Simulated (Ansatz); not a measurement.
# Relaxing SrMo

The calculation used DFT PBE, scalar-relativistic, plane waves, PAW (Ansatz 0.2.0). Cutoff 420 eV, Γ-centred k mesh, Gaussian smearing, no spin polarisation in the final step.

SrMo was placed on the sites of a reported CaSi cell (Cmcm, No. 63), with Sr in place of Ca, Mo in place of Si, at a guessed volume.

```
Sr Mo
1.0
     2.39551   -5.63389    0.00000
     2.39551    5.63389    0.00000
     0.00000    0.00000    4.08124
Sr Mo
2 2
Cartesian
  2.3955 -1.5775 1.0203
  2.3955 1.5775 3.0609
  2.3955 -4.8451 1.0203
  2.3955 4.8451 3.0609
```

Cell and atoms relax at zero pressure; the relaxation can't lower the symmetry of the start. After a coarse first stage the cell is made exact in the group found at 0.06 Å.

Formation energies are uncorrected and refer to the elements' standard structures at the same level.

(1) What does it relax into?

(2) What are its volume, energy, density and gap?

Answers

(1) It keeps Cmcm (No. 63). Conventional cell: a = 5.526 Å, b = 12.015 Å, c = 3.603 Å. Sr is coordinated by 7 Mo at 3.42–3.69 Å, 4 Sr at 3.60–3.81 Å and 4 Sr at 4.23 Å; Mo is coordinated by 2 Mo at 2.37 Å.

```cif
data_structure
_symmetry_space_group_name_H-M 'Cmcm'
_symmetry_Int_Tables_number 63
_cell_length_a 5.5258
_cell_length_b 12.0146
_cell_length_c 3.6029
_cell_angle_alpha 90.000
_cell_angle_beta 90.000
_cell_angle_gamma 90.000
_cell_volume 239.20
loop_
_atom_site_label
_atom_site_type_symbol
_atom_site_symmetry_multiplicity
_atom_site_Wyckoff_symbol
_atom_site_fract_x
_atom_site_fract_y
_atom_site_fract_z
_atom_site_occupancy
Sr1 Sr 4 c 0.00000 0.36008 0.25000 1
Mo1 Mo 4 c 0.00000 0.06409 0.25000 1
```

(2) The volume per atom is 29.90 Å³, the density is 5.10 g/cm³ and the energy over the elements is 0.75 eV/atom. The gap on the 10×10×12 mesh is 0 eV (a metal).

The final run used a 10×10×12 mesh on its 4-atom cell and 0.10 eV smearing. The k mesh leaves about 4 meV/atom of noise in metals. A structure relaxed within its symmetry needn't be a true minimum. The steps took about 4 core-minutes in all.